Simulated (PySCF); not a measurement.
## Do core-level shifts follow atomic charges?

C₃H₇NO.
Structure used (PBE0-D3(BJ)/def2-SVP), in Å, numbered top down from 1:
```xyz
12
C3H7NO angstrom
C     -1.7005   -0.3178   -0.0636
O     -0.3412   -0.6496   -0.1564
C      0.5628    0.3604   -0.1567
C      1.9489   -0.1910   -0.2413
N      0.3289    1.6036   -0.0922
H     -2.2577   -1.2625   -0.0571
H     -1.9240    0.2351    0.8658
H     -2.0335    0.2872   -0.9253
H      2.0514   -0.8179   -1.1395
H      2.1514   -0.8335    0.6288
H      2.6705    0.6320   -0.2730
H     -0.6696    1.8111   -0.0383
```

Binding energies: delta-SCF UKS SCAN, pcX-2 on the ionised atom, pcseg-1 elsewhere, spin-free X2C (PySCF 2.14.0). Charges: PBE0/pcSseg-1 ground-state density, for the ionised atom.

```json
{"atom": "C4", "environment": "methyl carbon", "C 1s (eV)": "290.98", "Mulliken (e)": "-0.211", "IAO (e)": "-0.437", "Hirshfeld (e)": "-0.121", "ESP (e)": "-0.698"}
{"atom": "C1", "environment": "methoxy carbon", "C 1s (eV)": "292.81", "Mulliken (e)": "-0.071", "IAO (e)": "-0.210", "Hirshfeld (e)": "-0.033", "ESP (e)": "-0.149"}
{"atom": "C3", "environment": "C=N carbon", "C 1s (eV)": "293.32", "Mulliken (e)": "+0.219", "IAO (e)": "+0.355", "Hirshfeld (e)": "+0.153", "ESP (e)": "+0.873"}
```

Give the correlation coefficient and slope of binding energy on charge for each scheme.

ESP: r = 0.88, slope 1.4 eV per e; Mulliken: r = 0.87, slope 4.9 eV per e; Hirshfeld: r = 0.87, slope 7.6 eV per e; IAO: r = 0.85, slope 2.6 eV per e. On 3 points no scheme stands out.

The point-charge model writes a binding energy as kq + V + constant, with V the potential of the other atoms' charges at the site. What does it give with the Hirshfeld charges?

V = Σ 14.40 eV Å × q/r over all other atoms: +1.92 eV at C4, +0.91 eV at C1, -3.28 eV at C3. Fitting binding energy − V to q gives k = 27.1 eV per e and leaves an rms residual of 0.19 eV, against 0.50 eV for the fit on q alone. The model has no term for differences in relaxation between sites.

Isolated species at its PBE0-D3(BJ)/def2-SVP geometry (one conformer only).
